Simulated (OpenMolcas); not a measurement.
# NH3S (Thiohydroxylamine): levels of theory compared

We compute a comparison of 6 runs (B3LYP/STO-3G, PBE/STO-3G, PBE0/STO-3G, SVWN5/STO-3G, r2SCAN/STO-3G, MP2/STO-3G) of NH3S (Thiohydroxylamine). 

The calculation is run with OpenMolcas 26.06.

1 further run of the same task is left out (for a known fault of the program).

### Step 1. The system as given

NH3S: 5 atoms, total charge 0, spin state singlet. As SMILES, `NS`. The coordinates come from a GFN2-xTB relaxation. This is one conformer, not always the lowest.

Bond lengths: N1–S2 1.719 Å, N1–H3 1.015 Å, N1–H4 1.015 Å, S2–H5 1.338 Å. Angles: N1–S2–H5 95.5°, S2–N1–H3 109.8°, S2–N1–H4 109.7°, H3–N1–H4 108.9°.

### Step 2. A single-point energy at B3LYP/STO-3G (run 1)

File calc.inp:

```
&GATEWAY
  BasLib=$CurrDir
  Coord
  5
  angstrom
  N       -0.162760      -0.507400      -0.231700
  S        0.168270       0.954370       0.610330
  H        0.015040      -1.300690       0.375430
  H       -1.135990      -0.524720      -0.519210
  H        1.115440       1.378440      -0.234860
  Basis=STO-3G
  Group=NoSym

&SEWARD
  GridInput
  Grid=UltraFine
  End of Grid

&SCF
  KSDFT=B3LYP
  Thresholds=1e-10 1e-07 1e-07 1e-05
  PrOrbitals=1 1
```

The basis set STO-3G is read from a file made from the Basis Set Exchange's data (not shown).

Launch:

```bash
export MOLCAS_MEM=1860
pymolcas calc.inp > calc.log
```

The program printed:

```text
--- Start Module: gateway ---
[...]
--- Stop Module: gateway /rc=_RC_ALL_IS_WELL_ ---
--- Start Module: seward ---
[...]
      Basis functions           17
--- Stop Module: seward /rc=_RC_ALL_IS_WELL_ ---
--- Start Module: scf ---
[...]
       Convergence after  11 Iterations
[...]
::    Total KS-DFT energy                            -449.5526789760
[...]
      Total spin, S                                     0.0000000000
[...]
      Total electronic charge=   26.000000
      Total            charge=   -0.000000
[...]
      Dipole Moment (debye):
      Origin of the operator (angstrom)=    0.0632    0.4685    0.3242
                   X= -6.0651E-01               Y= -3.6943E-01               Z=  4.6250E-01           Total=  8.4750E-01
      Quadrupole Moment (debye*angstrom):
[...]
--- Stop Module: scf /rc=_RC_ALL_IS_WELL_ ---
[...]
```

It took 4.2 s on 1 thread of Arm Neoverse V2, shared host; peak memory 0.37 GiB.

### Step 3. The energy at PBE/STO-3G (run 2)

File calc.inp:

```
&gateway
 baslib=$CurrDir
 coord
 5
 angstrom
 N       -0.162760      -0.507400      -0.231700
 S        0.168270       0.954370       0.610330
 H        0.015040      -1.300690       0.375430
 H       -1.135990      -0.524720      -0.519210
 H        1.115440       1.378440      -0.234860
 basis=STO-3G
 group=NoSym

&seward
 gridinput
 Grid=UltraFine
 End of Grid

&scf
 ksdft=PBE
 thresholds=1e-10 1e-07 1e-07 1e-05
 prorbitals=1 1
```

The basis set STO-3G is read from a file made from the Basis Set Exchange's data (not shown).

Launch:

```bash
export MOLCAS_MEM=1860
pymolcas calc.inp > calc.log
```

The program printed:

```text
--- Start Module: gateway ---
[...]
--- Stop Module: gateway /rc=_RC_ALL_IS_WELL_ ---
--- Start Module: seward ---
[...]
      Basis functions           17
--- Stop Module: seward /rc=_RC_ALL_IS_WELL_ ---
--- Start Module: scf ---
[...]
       Convergence after  10 Iterations
[...]
::    Total KS-DFT energy                            -449.2943845050
[...]
      Total spin, S                                     0.0000000000
[...]
      Total electronic charge=   26.000000
      Total            charge=   -0.000000
[...]
      Dipole Moment (debye):
      Origin of the operator (angstrom)=    0.0632    0.4685    0.3242
                   X= -6.1147E-01               Y= -4.3204E-01               Z=  4.1463E-01           Total=  8.5585E-01
      Quadrupole Moment (debye*angstrom):
[...]
--- Stop Module: scf /rc=_RC_ALL_IS_WELL_ ---
[...]
```

It took 3.6 s on 1 thread of Arm Neoverse V2, shared host; peak memory 0.37 GiB.

Run 3 isn't shown in full; the table further down has it.

### Step 4. A single-point energy at SVWN5/STO-3G (run 4)

File calc.inp:

```
* H3NS Kohn-Sham DFT

&GATEWAY
  BasLib=$CurrDir
  Coord
  5
  angstrom
  N       -0.162760      -0.507400      -0.231700
  S        0.168270       0.954370       0.610330
  H        0.015040      -1.300690       0.375430
  H       -1.135990      -0.524720      -0.519210
  H        1.115440       1.378440      -0.234860
  Basis=STO-3G
  Group=NoSym

&SEWARD
  GridInput
  Grid=UltraFine
  End of Grid

&SCF
  KSDFT=SVWN5
  Thresholds=1e-10 1e-07 1e-07 1e-05
  PrOrbitals=1 1
```

The basis set STO-3G is read from a file made from the Basis Set Exchange's data (not shown).

Launch:

```bash
export MOLCAS_MEM=1860
pymolcas calc.inp > calc.log
```

The program printed:

```text
--- Start Module: gateway ---
[...]
--- Stop Module: gateway /rc=_RC_ALL_IS_WELL_ ---
--- Start Module: seward ---
[...]
      Basis functions           17
--- Stop Module: seward /rc=_RC_ALL_IS_WELL_ ---
--- Start Module: scf ---
[...]
       Convergence after  11 Iterations
[...]
::    Total KS-DFT energy                            -447.6647785512
[...]
      Total spin, S                                     0.0000000000
[...]
      Total electronic charge=   26.000000
      Total            charge=   -0.000000
[...]
      Dipole Moment (debye):
      Origin of the operator (angstrom)=    0.0632    0.4685    0.3242
                   X= -5.8559E-01               Y= -4.6091E-01               Z=  3.5664E-01           Total=  8.2616E-01
      Quadrupole Moment (debye*angstrom):
[...]
--- Stop Module: scf /rc=_RC_ALL_IS_WELL_ ---
[...]
```

It took 3 s on 1 thread of Arm Neoverse V2, shared host; peak memory 0.37 GiB.

Run 5 isn't shown in full; the table further down has it.

### Step 5. A single-point energy at MP2/STO-3G (run 6)

File calc.input:

```
* H3NS MP2

&gateway
  baslib=$CurrDir
  coord
  5
  angstrom
  N       -0.162760      -0.507400      -0.231700
  S        0.168270       0.954370       0.610330
  H        0.015040      -1.300690       0.375430
  H       -1.135990      -0.524720      -0.519210
  H        1.115440       1.378440      -0.234860
  basis=STO-3G
  group=NoSym

&seward

&scf
  thresholds=1e-10 1e-07 1e-07 1e-05
  prorbitals=1 1

&mbpt2
  frozen=6
```

The basis set STO-3G is read from a file made from the Basis Set Exchange's data (not shown).

Launch:

```bash
export MOLCAS_MEM=1860
pymolcas calc.input > calc.log
```

The program printed:

```text
--- Start Module: gateway ---
[...]
--- Stop Module: gateway /rc=_RC_ALL_IS_WELL_ ---
[...]
      Basis functions           17
[...]
--- Start Module: scf ---
[...]
       Convergence after  11 Iterations
[...]
::    Total SCF energy                               -448.6189220428
[...]
      Total spin, S                                     0.0000000000
[...]
      Total electronic charge=   26.000000
      Total            charge=   -0.000000
[...]
      Dipole Moment (debye):
      Origin of the operator (angstrom)=    0.0632    0.4685    0.3242
                   X= -5.5306E-01               Y= -2.8359E-01               Z=  4.6834E-01           Total=  7.7823E-01
      Quadrupole Moment (debye*angstrom):
[...]
--- Stop Module: scf /rc=_RC_ALL_IS_WELL_ ---
--- Start Module: mbpt2 ---
[...]
WARNING!
Default frozen orbitals as non valence orbitals is overwritten by user input.
Default values:   6
[...]
       Reference weight ( Cref**2 )         =        0.97006
::    Total MBPT2 energy                             -448.6891869360
[...]
      Total MBPT2 calculations                           0.03      0.03
--- Stop Module: mbpt2 /rc=_RC_ALL_IS_WELL_ ---
[...]
```

Wall time 1.6 s (1 thread of Arm Neoverse V2, shared host); peak memory 0.37 GiB.

### Step 6. All runs side by side

| run | level | integration grid | frozen core orbitals | energy (Eh) | dipole moment (D) of the reference | HOMO energy (eV) | LUMO energy (eV) | wall time |
| --- | --- | --- | --- | --- | --- | --- | --- | --- |
| 1 | B3LYP/STO-3G | UltraFine | – | -449.552679 | 0.85 | -3.42 | 6.07 | 4.2 s |
| 2 | PBE/STO-3G | UltraFine | – | -449.294385 | 0.86 | -2.06 | 4.97 | 3.6 s |
| 3 | PBE0/STO-3G | UltraFine | – | -449.368068 | 0.81 | -3.68 | 6.43 | 3.3 s |
| 4 | SVWN5/STO-3G | UltraFine | – | -447.664779 | 0.83 | -1.90 | 5.01 | 3 s |
| 5 | r2SCAN/STO-3G | UltraFine | – | -449.511304 | 0.84 | -2.40 | 5.32 | 4.2 s |
| 6 | MP2/STO-3G | – | 6 | -448.689187 | 0.78 | -7.39 | 11.96 | 1.6 s |

### Step 7. Summary of results

| quantity | value |
| --- | --- |
| run 6: total energy | -448.68919 Eh |
| run 6: dipole moment (mean-field density) | 0.78 D |
| run 6: HOMO energy (Hartree–Fock orbitals) | -7.39 eV |
| run 6: LUMO energy (Hartree–Fock orbitals) | 11.96 eV |
| run 6: HOMO–LUMO gap (Hartree–Fock orbitals) | 19.35 eV |
| run 6: correlation energy (6 core orbitals frozen) | -70.3 mEh |

In words: Over runs 1, 2, 3, 4, 5 the dipole moment (its size) runs from 0.81 D (PBE0/STO-3G) to 0.86 D (PBE/STO-3G). Over runs 1, 2, 3, 4, 5 the HOMO–LUMO gap runs from 6.91 eV (SVWN5/STO-3G) to 10.10 eV (PBE0/STO-3G). Totals of different functionals can't be ranked against each other. In runs 1, 2, 3, 4, 5, 6 the basis is minimal, so the values are rough. All runs together took 20 s, the longest 4.2 s.
